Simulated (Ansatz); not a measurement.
**SiNH4 (doublet): the correlation ladder at distance N1–H4 along a hydrogen transfer = 1.109 Å, cc-pVDZ**

One table from this session's results is given with a row withheld; the runs are named, their logs left out.

Method: cc-pVDZ, core rule «outside noble gas», up to 6 orbitals frozen; program: Ansatz 0.2.0, Gaussian basis.

The runs, in order: UHF; CCSD(T) on ROHF; CCSD(T) on UHF; BCCD(T) on ROHF; CISD; CCSDT(Q) on ROHF; CCSDT(Q) on UHF; CASSCF and MRCISD+Q, 3 electrons in 3 orbitals; CASSCF and NEVPT2, 3 electrons in 3 orbitals.

8 further runs of the same task are left out: 6 that didn't finish, 2 set aside as unsound or not needed.

## The geometry

The geometry derives from fragments relaxed apart (PBE0/def2-TZVP) and kept rigid, so it is no stationary point. A hydrogen atom is moved between rigid fragments.

6 atoms, charge 0, spin multiplicity 2.

Atoms are counted from 1 here; the program's logs count them from 0.

Bond lengths: N1–H2 1.012 Å, N1–H3 1.012 Å, N1–H4 1.109 Å, Si5–H6 1.532 Å. Angles: H2–N1–H3 107.1°, H2–N1–H4 107.1°, H3–N1–H4 107.1°.

Coordinates:

```xyz
6
charge 0, multiplicity 2
N    -1.9923    0.0200   -0.0192
H    -2.2896    0.9878   -0.0192
H    -2.2896   -0.3823    0.8610
H    -0.8833    0.0200   -0.0192
Si    1.1347    0.0200   -0.0192
H     1.5311   -1.4595   -0.0192
```

The first run:

The input, in.yaml:

```yaml
crystal:
  periodic: [false, false, false]
  atoms:
    - {symbol: N, position_ang: [-1.992311, 0.019973, -0.019236]}
    - {symbol: H, position_ang: [-2.289591, 0.987807, -0.019236]}
    - {symbol: H, position_ang: [-2.289591, -0.382326, 0.861023]}
    - {symbol: H, position_ang: [-0.883311, 0.019973, -0.019236]}
    - {symbol: Si, position_ang: [1.134689, 0.019973, -0.019236]}
    - {symbol: H, position_ang: [1.531123, -1.459540, -0.019236]}
basis:
  gaussian: {orbitals: cc-pVDZ}
magnetization: {spin_polarized: true, initial_magnetization: 1}
hamiltonian: {xc: hf}
output: {orbitals: {seedname: orbitals}}
```

Command:

```sh
$ ansatz run in.yaml --threads 1 --pin off --events-out ev --progress --plain --max-ram 2393MiB
```

Steps of the session up to this table: UHF; CCSD(T) on ROHF; CCSD(T) on UHF; BCCD(T) on ROHF; CISD; CCSDT(Q) on ROHF; CCSDT(Q) on UHF; CASSCF and MRCISD+Q, 3 electrons in 3 orbitals; CASSCF and NEVPT2, 3 electrons in 3 orbitals.

One of the session's tables, all rows but one given; the rest of the session is left out.

```
       method  from UCCSDT(Q) (kcal/mol)
         ROHF                          ?
          UHF                    +193.28
         RMP2                     +29.62
         UMP2                     +29.88
         CISD                     +23.18
        RCCSD                      +5.36
        UCCSD                      +5.29
     RCCSD(T)                      +0.92
     UCCSD(T)                      +0.91
      BCCD(T)                      +0.91
       RCCSDT                      +0.33
       UCCSDT                      +0.32
    RCCSDT(Q)                      +0.01
    UCCSDT(Q)                          0
  CASSCF pair                    +182.62
  MRCISD pair                     +20.62
MRCISD+Q pair                      +2.46
```

Q: Estimate the row for ROHF from the others.

As computed: from UCCSDT(Q) (kcal/mol): +195.96. In the column «from UCCSDT(Q) (kcal/mol)» it is the highest.

Not comparable, so not listed: CASSCF and NEVPT2, 3 electrons in 3 orbitals (they don't share determinant, frozen orbitals or solution with the rows shown, or repeat one).

To keep in mind: Restricted and unrestricted rows rest on different reference determinants; where their highest levels disagree by more than a few hundredths of an eV, they describe different states and don't form one ladder. Warnings in the runs' records: passed over end.
